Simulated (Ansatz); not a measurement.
This Ansatz (a first-principles code) input (PBE/6-31G*) gives -681.96018 Eh with 38 basis functions.

Ansatz 0.2 input:
```yaml
crystal:
  periodic: [false, false, false]
  atoms:
    - {symbol: P, position_ang: [-0.00000000, -0.00000000, -0.98809696]}
    - {symbol: P, position_ang: [0.00000000, 0.00000000, 0.98809696]}
basis:
  gaussian:
    orbitals: 6-31G*
hamiltonian:
  xc: {name: PBE}
total_charge: 1
magnetization: {spin_polarized: true, initial_magnetization: 1}
```

Change:
```diff
- orbitals: 6-31G*
+ orbitals: def2-TZVP
```

Q: What does the run give now?

A: -682.01997 Eh (PBE/def2-TZVP, 74 functions), a change of -59.79 mEh.
